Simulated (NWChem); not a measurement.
**Total energies of tetrafluoromethane (CF$_{4}$)**

SMILES: FC(F)(F)F
```xyz
5

F      1.0742     0.0000    -0.7596
C      0.0000     0.0000     0.0000
F     -1.0742     0.0000    -0.7596
F      0.0000    -1.0742     0.7596
F      0.0000     1.0742     0.7596
```
Charge 0, spin multiplicity 1.

Everything below was run with NWChem. All single points use one geometry, from PBE0/def2-SVP, a minimum by its harmonic frequencies.

Basis set: cc-pVTZ (150 functions).

```json
[
 {"method": "RHF", "total energy (Ha)": "-435.81577", "relative cost": "1"},
 {"method": "MP2", "total energy (Ha)": "-436.96601", "relative cost": "4"},
 {"method": "B2PLYP", "total energy (Ha)": "-437.42831", "relative cost": "10"},
 {"method": "PBE", "total energy (Ha)": "-437.24817", "relative cost": "under 3"},
 {"method": "B3LYP", "total energy (Ha)": "-437.66118", "relative cost": "under 3"},
 {"method": "LDA (SVWN5)", "total energy (Ha)": "-434.83054", "relative cost": "under 3"}
]
```

Total energies of different functionals aren't comparable as a measure of quality: only differences taken within one method are. The cost column gives rough processor time relative to RHF; each entry includes its own SCF.

The correlated methods keep 5 core orbitals frozen. B3LYP has NWChem's definition, with VWN1-RPA local correlation.
